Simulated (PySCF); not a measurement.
This PySCF input asks for the NMR shieldings of `[O-][P@@H](=O)O`, [H2O3P]-; the geometry comes from GFN2-xTB.

```python
import basis_set_exchange as bse
import numpy as np
from pyscf import gto, dft
from pyscf.prop import nmr

atoms = """
O    -1.085107   -1.061032   -0.971220
P    -0.417406   -0.081499   -0.089247
O    -0.613980    1.384410   -0.265332
O     1.229653   -0.344937   -0.090660
H    -0.641556   -0.427128    1.260197
H     1.531519    0.532176    0.134686
"""
names = dict.fromkeys(["O", "P", "H"], "pcSseg-1")
basis = {el: gto.basis.parse(bse.get_basis(n, elements=[el], fmt="nwchem")) for el, n in names.items()}
mol = gto.M(atom=atoms, basis=basis, charge=-1, verbose=0)
mf = dft.RKS(mol, xc="PBE0")
mf.grids.level = 2
mf.grids.alignment = dft.numint.BLKSIZE   # the property module wants whole blocks of grid points
mf.conv_tol = 1e-9
mf.kernel()

calc = nmr.RKS(mf)   # GIAO
C = mf.mo_coeff
Co = C[:, mf.mo_occ > 0]
resp = mf.gen_response(singlet=True, hermi=2)
def vind(x):   # induced exchange potential for any number of trial vectors
    d = np.einsum("pi,xij,qj->xpq", C, 2 * x.reshape(-1, C.shape[1], Co.shape[1]), Co, optimize=True)
    return np.einsum("xpq,pi,qj->xij", resp(d - d.transpose(0, 2, 1)), C, Co, optimize=True).ravel()
mo1, _ = nmr.rhf.solve_mo1(calc, with_cphf=vind)
sigma = calc.kernel(mo1)
for i, s in enumerate(sigma):   # ppm
    w = np.linalg.eigvalsh((s + s.T) / 2)
    print("%2d %-2s iso %8.1f  s11 %8.1f  s22 %8.1f  s33 %8.1f" % (i, mol.atom_pure_symbol(i), w.mean(), *w))
```

Task: What are the results?

Result: 
```
 0 O  iso    155.7  s11    107.5  s22    131.6  s33    228.1
 1 P  iso    329.5  s11    202.5  s22    272.7  s33    513.2
 2 O  iso    145.0  s11     96.8  s22    114.8  s33    223.3
 3 O  iso    195.1  s11    132.2  s22    157.5  s33    295.7
 4 H  iso     24.3  s11     20.2  s22     21.0  s33     31.7
 5 H  iso     30.6  s11     23.7  s22     28.6  s33     39.6
```

These numbers come from an equivalent density-fitted implementation of the same equations, which agrees with the script to about 0.01 ppm for H and up to a few tenths of a ppm for heavy atoms, so last digits may differ.

Task: Turn these shieldings into chemical shifts. Scale: $^{17}$O (336.08 ppm) vs H2O; $^{31}$P (318.38 ppm) vs H3PO4; $^{1}$H (31.72 ppm) vs TMS (reference shieldings calculated alike).

Result: Averaging equivalent atoms: O 0/2: 185.7; O 3: 141.0; P 1: -11.1; H 4: 7.40; H 5: 1.10 ppm. Experimental scales use liquid or dissolved standards, which lie at an offset from isolated H2O (liquid H2O: subtract about 36 ppm) and H3PO4.

Size and cost of the density-fitted run: 85 basis functions, of the order of 12 core-seconds.
